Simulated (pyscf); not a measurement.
One elimination on the singlet surface with elements of a group swapped. CCSD(T)/def2-TZVPP + ΔMP2(QZVPP), kcal/mol, from the reactant's lowest minimum found. Optimised with ωB97X-D3(BJ)/def2-SVP in PySCF. MP2 and CC: frozen core, UHF for open shells. ΔMP2 is the change of the MP2 total energy from the triple- to the quadruple-zeta basis.

```
step                                                          barrier  reaction energy  imaginary mode (i cm⁻¹)
------------------------------------------------------------  -------  ---------------  -----------------------
`[OH][Si]([OH])([Cl])[Cl]` -> `[O]=[Si]([Cl])[Cl]` + `[OH2]`        ?                ?                      873
`[OH][Si]([OH])([F])[F]` -> `[OH2]` + `[O]=[Si]([F])[F]`         57.3            +82.3                      872
```

**Question.** Complete the blanks.

**Answer.** 
- `[OH][Si]([OH])([Cl])[Cl]` -> `[O]=[Si]([Cl])[Cl]` + `[OH2]`, barrier: 54.6
- `[OH][Si]([OH])([Cl])[Cl]` -> `[O]=[Si]([Cl])[Cl]` + `[OH2]`, reaction energy: +73.7

Row 1: On the product side the descent ends in an adduct with a O–Si contact, 25.5 kcal/mol under the separated species and 3.9 kcal/mol under the saddle at ωB97X-D3(BJ)/def2-TZVP. Row 2: On the product side the descent ends in an adduct with a O–Si contact, 32.2 kcal/mol under the separated species and 4.5 kcal/mol under the saddle at ωB97X-D3(BJ)/def2-TZVP. Each row is the saddle that its search found. The CCSD(T) − MP2 part came from Ansatz, without density fitting, on the same reference.
